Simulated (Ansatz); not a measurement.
# C₆H₁₄: geometry optimisation

The task is to find a stationary geometry of C₆H₁₄.

Computed with Ansatz 0.2.0, Gaussian basis. Level: RKS PBE0-D4/def2-TZVP.

The runs, in order: relaxation at PBE0-D4/def2-TZVP.

1 further run of the same task is left out (set aside as unsound or not needed).

### 1 Where the work starts

SMILES `CCCCCC`, 20 atoms, charge 0, spin multiplicity 1.

Atoms are counted from 1 here; the program's logs count them from 0.

Bond lengths: C1–C2 1.524 Å, C1–H7 1.087 Å, C1–H8 1.088 Å, C1–H9 1.088 Å, C2–C3 1.529 Å, C2–H10 1.093 Å, C2–H11 1.093 Å, C3–C4 1.528 Å, C3–H12 1.091 Å, C3–H13 1.093 Å, C4–C5 1.529 Å, C4–H14 1.093 Å, C4–H15 1.091 Å, C5–C6 1.524 Å, C5–H16 1.093 Å, C5–H17 1.093 Å, C6–H18 1.087 Å, C6–H19 1.088 Å and more. Angles: C2–C1–H7 111.0°, C2–C1–H8 110.3°, C2–C1–H9 110.4°, H7–C1–H8 108.1°, H7–C1–H9 108.5°, H8–C1–H9 108.3°, C1–C2–C3 113.2°, C1–C2–H10 108.8°, C1–C2–H11 109.4°, C3–C2–H10 108.5°, C3–C2–H11 109.3°, H10–C2–H11 107.5°, C2–C3–C4 113.0°, C2–C3–H12 108.8°, C2–C3–H13 108.6°, C4–C3–H12 109.8°, C4–C3–H13 108.6°, H12–C3–H13 107.8° and more.

As a file:

```
C    -1.7878   -1.8848   -0.3194
C    -0.3840   -1.9689    0.2686
C     0.4653   -0.7310   -0.0233
C    -0.0366    0.5214    0.6934
C     0.9280    1.7025    0.5829
C     1.0494    2.2461   -0.8361
H    -2.3539   -1.0770    0.1367
H    -2.3260   -2.8144   -0.1474
H    -1.7405   -1.7101   -1.3922
H     0.1205   -2.8432   -0.1500
H    -0.4518   -2.1140    1.3495
H     0.4801   -0.5603   -1.1011
H     1.4915   -0.9288    0.2973
H    -0.1791    0.2852    1.7513
H    -1.0044    0.8184    0.2857
H     0.5740    2.5034    1.2371
H     1.9146    1.3978    0.9405
H     1.4866    1.5062   -1.5011
H     0.0704    2.5218   -1.2228
H     1.6838    3.1296   -0.8496
```

The start is a GFN2-xTB geometry.

### 2 Geometry optimisation, PBE0-D4/def2-TZVP

File in.yaml:

```yaml
crystal:
  periodic: [false, false, false]
  atoms:
    - {symbol: C, position_ang: [-1.787810, -1.884780, -0.319350]}
    - {symbol: C, position_ang: [-0.384040, -1.968910, 0.268600]}
    - {symbol: C, position_ang: [0.465340, -0.730960, -0.023330]}
    - {symbol: C, position_ang: [-0.036610, 0.521450, 0.693380]}
    - {symbol: C, position_ang: [0.928040, 1.702520, 0.582950]}
    - {symbol: C, position_ang: [1.049400, 2.246070, -0.836150]}
    - {symbol: H, position_ang: [-2.353940, -1.077010, 0.136740]}
    - {symbol: H, position_ang: [-2.326040, -2.814350, -0.147400]}
    - {symbol: H, position_ang: [-1.740540, -1.710080, -1.392210]}
    - {symbol: H, position_ang: [0.120490, -2.843240, -0.150010]}
    - {symbol: H, position_ang: [-0.451840, -2.114000, 1.349450]}
    - {symbol: H, position_ang: [0.480070, -0.560280, -1.101100]}
    - {symbol: H, position_ang: [1.491470, -0.928810, 0.297290]}
    - {symbol: H, position_ang: [-0.179090, 0.285240, 1.751330]}
    - {symbol: H, position_ang: [-1.004370, 0.818380, 0.285660]}
    - {symbol: H, position_ang: [0.574040, 2.503360, 1.237070]}
    - {symbol: H, position_ang: [1.914580, 1.397820, 0.940550]}
    - {symbol: H, position_ang: [1.486630, 1.506180, -1.501100]}
    - {symbol: H, position_ang: [0.070420, 2.521790, -1.222770]}
    - {symbol: H, position_ang: [1.683820, 3.129590, -0.849590]}
basis:
  gaussian: {orbitals: def2-TZVP}
hamiltonian: {xc: pbe0, dispersion: d4}
relax: {f_tol: 0.005, max_steps: 150}
```

Command:

```console
ansatz run in.yaml --threads 2 --pin off --events-out ev --progress --plain --max-ram 31744MiB --backend cuda --devices 0, --max-vram 18GiB
```

**Question.** What will the summary of the whole plan be? Wanted: point group; shift from the start; total energy; dispersion term; dipole moment.

**Answer**, as computed:

```
                  quantity          value
               point group             C2
                     steps              6
shift from the start (rms)        0.039 Å
              total energy  -6445.6271 eV
           dispersion term       -322 meV
             dipole moment         0.10 D
```

**Reading.** The atoms moved 0.04 Å (rms) from the start; the bond that changed most is C1–H9, from 1.088 to 1.094 Å. No vibrations were run, so it is not proven to be a minimum. The largest Mulliken charge, -0.40 e, sits on C6.
